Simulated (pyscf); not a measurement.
Optimised with ωB97X-D3(BJ)/def2-SVP in PySCF. Correlated levels are frozen-core, on RHF or UHF. ΔMP2 is the change of the MP2 total energy from the triple- to the quadruple-zeta basis.

Question: HO–Si:–OH [singlet] + HF → HO–SiH(OH)–F
Surface: singlet. Broken: F–H. Formed: F–Si, H–Si. Give ΔE‡ and ΔE from CCSD(T)/def2-TZVPP + ΔMP2(QZVPP), relative to the separated reactants.

Answer: ΔE‡ = 20.4 kcal/mol, ΔE = -69.5 kcal/mol. Zero-point energy shifts the barrier by -0.9 kcal/mol. It is an insertion, with an imaginary mode of 1328i cm⁻¹. The same reactants have a lower exit, to H₂O + HO–Si:–F [singlet] (barrier +4.7 kcal/mol at ωB97M-D3(BJ), against +18.3 kcal/mol here). One saddle was located; it need not be the lowest between these sides. The CCSD(T) − MP2 part came from Ansatz, without density fitting, on the same reference.
